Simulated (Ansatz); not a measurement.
## hcp Ti

Method: r²SCAN (Ansatz, an electronic-structure program, PAW).

Numerical settings: plane-wave cutoff 500 eV, 20×20×1 k mesh (along the axes of the cell as run), Fermi–Dirac smearing 0.1 eV, scalar-relativistic PAW data made under PBE.

Cell: relaxed at this level.

```
Quantity                               Result
----------------------------------  ---------
surface energy of the (10-11) face  2.62 J/m²
work function of the (10-11) face     3.52 eV
```

The slab of 12 atoms is relaxed and unreconstructed.

Computed values are for the static lattice.

Computing time: around 90 core-minutes (rough).
